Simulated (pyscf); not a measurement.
This saddle point was located with ωB97X-D3(BJ)/def2-SVP in PySCF.

```xyz
9

C     -1.5470    -1.1350     0.4039
Al    -0.1578     0.1878     0.2540
F     -0.4145     1.7484     1.2176
F      0.6253     0.5720    -1.1648
H     -1.1810    -2.1260     0.0882
H     -1.9239    -1.2279     1.4350
H     -2.4012    -0.8817    -0.2456
F      1.0817     0.2264     1.6292
H      0.4827     1.2212     1.7462
```

Surface: singlet, charge 0. Lowest wavenumbers (cm⁻¹): 489i, 65, 140, 171, 228.

Q: What reaction is this the transition state of?

A: `[CH3][Al]([F])[F]` + `[FH]` ⇌ `[CH3][Al]([F])[F]` + `[FH]`, a four-centre exchange read from left to right: Al–F, F–H broken and Al–F, F–H formed. At ωB97M-D3(BJ)/def2-TZVP it lies -44.1 kJ/mol from the left side and -44.1 kJ/mol from the right (each side as separated species at their lowest minima found). On the reactant side the descent ends in an adduct with a Al–F contact, 60.3 kJ/mol under the separated species and 14.4 kJ/mol under the saddle at ωB97X-D3(BJ)/def2-TZVP. On the product side the descent ends in an adduct with a Al–F contact, 60.2 kJ/mol under the separated species and 14.3 kJ/mol under the saddle at ωB97X-D3(BJ)/def2-TZVP. At ωB97M-D3(BJ) the saddle lies under the separated reactants, which points to a path from their complex (located at ωB97X-D3(BJ) alone). At ωB97M-D3(BJ) the saddle lies under the separated products, which points to a path from their complex (located at ωB97X-D3(BJ) alone). What is counted as formed (Al–F) is already present as a longer contact in the reactant adduct; forming that adduct is a step of its own. What is counted as broken (Al–F) persists as a longer contact in the product adduct; parting that adduct is a step of its own. This is the saddle that the search found; another between the same sides may lie lower.
